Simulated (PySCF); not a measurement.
Compound: CCl3F.
SMILES: `C(Cl)(F)(Cl)Cl`

A linear-response calculation (PySCF, def2-SVPD basis, gas phase, vertical, core orbitals frozen in the response) gave these numbers; the functional is withheld.

Orbital energies (eV): HOMO-3 -10.21, HOMO-2 -9.36, HOMO-1 -9.36, HOMO -8.96, LUMO -1.64, LUMO+1 -0.42, LUMO+2 -0.42.

```json
{"state": "S1", "E (eV)": "6.09", "f": "0.0000", "main configurations (H = HOMO, L = LUMO)": "H→L (99%)"}
{"state": "S2", "E (eV)": "6.53", "f": "0.012", "main configurations (H = HOMO, L = LUMO)": "H-2/H-1→L (97%)"}
{"state": "S3", "E (eV)": "6.53", "f": "0.012", "main configurations (H = HOMO, L = LUMO)": "H-2/H-1→L (97%)"}
{"state": "S4", "E (eV)": "7.30", "f": "0.021", "main configurations (H = HOMO, L = LUMO)": "H→L+1/L+2 (≥51%), H-3→L (36%)"}
{"state": "S5", "E (eV)": "7.30", "f": "0.021", "main configurations (H = HOMO, L = LUMO)": "H→L+1/L+2 (≥51%), H-4→L (36%)"}
{"state": "S6", "E (eV)": "7.47", "f": "0.0002", "main configurations (H = HOMO, L = LUMO)": "H-3→L (48%), H→L+1/L+2 (≥45%)"}
{"state": "S7", "E (eV)": "7.47", "f": "0.0002", "main configurations (H = HOMO, L = LUMO)": "H-4→L (48%), H→L+1/L+2 (≥46%)"}
```

Triplets (Tamm–Dancoff): T1 5.57 eV, H→L (93%); T2 5.92 eV, H-2/H-1→L (≥88%); T3 5.92 eV, H-2/H-1→L (≥88%).

Vertical ionisation energy by ΔSCF with the same functional: 11.35 eV. Mean static polarisability: 57.1 au.

Orbitals of the list HOMO-3 to LUMO+2 that lie within 0.01 eV of each other are written together with a slash and their weights summed (≥ marks a lower bound); for degenerate orbitals outside that list single weights are arbitrary.

**Question.** Which of these was used?
A. B3LYP
B. HF
C. wB97X-D
D. PBE

**Answer.** A. B3LYP is a global hybrid with 20% exact exchange. In this run −ε(HOMO) = 8.96 eV differs from the ΔSCF value by -2.39 eV, and S1 differs from the orbital gap of 7.32 eV by -1.23 eV. The ratio −ε(HOMO)/IP is 0.79. Usual ranges for neutral molecules in this basis: 0.67 to 0.83 with B3LYP, 0.5 to 0.7 with PBE, 0.89 to 0.99 with wB97X-D; with Hartree–Fock the ratio is 1 or more (Koopmans' value less the relaxation energy is the ΔSCF value).

Computed, not measured: TDDFT B3LYP/def2-SVPD, vertical, gas phase, core orbitals frozen in the response in PySCF 2.14.0, density-fitted response routines. Isolated species at its PBE0-D3(BJ)/def2-SVP geometry, gas phase.
